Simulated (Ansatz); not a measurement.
Results of r²SCAN+rVV10 in Ansatz (PAW) for InSe (R3m, No. 160).

Run with plane-wave cutoff 500 eV, 12×12×12 k mesh, Fermi–Dirac smearing 0.05 eV, scalar-relativistic PAW data made under PBE.

Cell (relaxed at this level):

```xyz
4
Lattice="2.0094 1.1601 8.4199 -2.0094 1.1601 8.4199 0.0000 -2.3203 8.4199" Properties=species:S:1:pos:R:3 pbc="T T T"
In     0.0000     0.0000     2.8098
In     0.0000     0.0000     0.0242
Se     0.0000     0.0000    15.5965
Se     0.0000     0.0000    20.9165
```

Task: What does this level give for the band gap?

Result: 
- band gap = 0.80 eV (on the SCF k mesh)

Spin–orbit coupling is not included.

Ansatz is an electronic-structure program.
